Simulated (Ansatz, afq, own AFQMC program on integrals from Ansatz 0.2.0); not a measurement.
**BSiH₃, triplet in cc-pVDZ along one coordinate**

```xyz
5

Si    0.0000   -0.0859    0.5958
B     0.0000    0.0900   -1.3330
H     0.0000    1.0950    1.5177
H     0.0000    1.2016   -1.7784
H     0.0000   -0.8671   -2.0435
```

One side is turned about Si1–B2. Energies in eV count from this geometry (0.000 °) at the same level; the start stands on UHF, each point on the determinant named.

Basis cc-pVDZ. Only valence electrons are correlated. Integrals, coupled cluster, full CI and functionals: Ansatz 0.2.0; the random walks run on the same integrals in our own AFQMC program. The CISD trial takes its coefficients from CCSD amplitudes. Released means that phaseless walkers are propagated on without the constraint, phases kept. Uncertainties: one standard error, sampling alone.

Cautions, each for one point or more: lower spins were not checked.

```
twist about Si1–B2 / °  det.     T1  weight  ⟨S²⟩  B3LYP     HF  CCSD(T)
                12.300   UHF  0.025    0.88  2.01  0.018  0.018    0.018
                46.300   UHF  0.029    0.88  2.02  0.246  0.227    0.246
                77.500   UHF  0.027    0.88  2.03  0.596  0.467    0.567
               120.000   UHF  0.030    0.88  2.02  0.395  0.342    0.388
               180.000   UHF  0.025    0.88  2.01  0.010  0.002    0.007
```

Estimate the curve of CCSDT(Q), counted from the same start.


```json
{"twist about Si1–B2 / °": "12.300", "det.": "UHF", "T1": "0.025", "weight": "0.88", "⟨S²⟩": "2.01", "CCSDT(Q)": "0.018", "ph-AFQMC/CISD": "0.016 ± 0.013"}
{"twist about Si1–B2 / °": "46.300", "det.": "UHF", "T1": "0.029", "weight": "0.88", "⟨S²⟩": "2.02", "CCSDT(Q)": "0.245", "ph-AFQMC/CISD": "0.227 ± 0.016"}
{"twist about Si1–B2 / °": "77.500", "det.": "UHF", "T1": "0.027", "weight": "0.88", "⟨S²⟩": "2.03", "CCSDT(Q)": "0.568", "ph-AFQMC/CISD": "0.566 ± 0.014"}
{"twist about Si1–B2 / °": "120.000", "det.": "UHF", "T1": "0.030", "weight": "0.88", "⟨S²⟩": "2.02", "CCSDT(Q)": "0.387", "ph-AFQMC/CISD": "0.365 ± 0.013"}
{"twist about Si1–B2 / °": "180.000", "det.": "UHF", "T1": "0.025", "weight": "0.88", "⟨S²⟩": "2.01", "CCSDT(Q)": "0.007", "ph-AFQMC/CISD": "0.001 ± 0.012"}
```

Weight is that of the determinant in the CISD state; at the start T1 is 0.025 and the weight 0.88, and ⟨S²⟩ is 2.01. Symmetry can't show for every point that it stays on the start's state. Largest departures from CCSDT(Q), at the points where its series has closed: CCSD(T) -0.002 eV at 77.500 (on UHF), ph-AFQMC/CISD -0.022 eV at 120.000 (on UHF) (within the noise), HF -0.101 eV at 77.500 (on UHF). The functionals aren't scored here. In this small basis the wave-function levels are far from their limit, so their gap to the functionals isn't the functionals' error.

A walk keeps the symmetry of its determinant, which the program's search chose and which needn't be the lowest solution, so a lower state of the same spin and another symmetry isn't excluded.
